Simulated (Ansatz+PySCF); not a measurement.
A calculation with PySCF 2.14.0.

```python
from pyscf import gto, scf, mp

mol = gto.M(atom="""
O 0.000000 0.000000 -0.239320
H 0.000000 1.508350 0.957300
H 0.000000 -1.508350 0.957300
""", basis='6-31g*', charge=0, spin=0)
mf = scf.UHF(mol)
mf.kernel()
pt = mp.MP2(mf, frozen=1).run()
print(mf.e_tot, pt.e_corr, pt.e_tot)
```

The script is written out from the run's settings.

The run gave:

| Property | Result |
| --- | --- |
| Converged | yes |
| Reference energy | -75.58759 hartree |
| Correlation energy | -0.29873 hartree |
| Total energy | -75.88632 hartree |

This is not the lowest solution: another run reaches a determinant 5.34 eV lower. Caution: large amplitudes, a single reference is doubtful.
